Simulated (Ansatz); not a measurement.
Name a neutral molecule of C, O and H with LUMO energy (ωB97M-V/def2-TZVPP) between 0.65 and 0.95 eV and LUMO energy (PBE0/def2-TZVPP) between -1.75 and -1.45 eV (Ansatz, PBE0-D4/def2-TZVP geometry).

`O=C=CO` (0.81 eV, -1.48 eV); `C=CC(=O)O` (0.65 eV, -1.54 eV); `O=COC=O` (0.90 eV, -1.46 eV). Other molecules can fit too; these were computed, each in one conformer that needn't be the lowest.
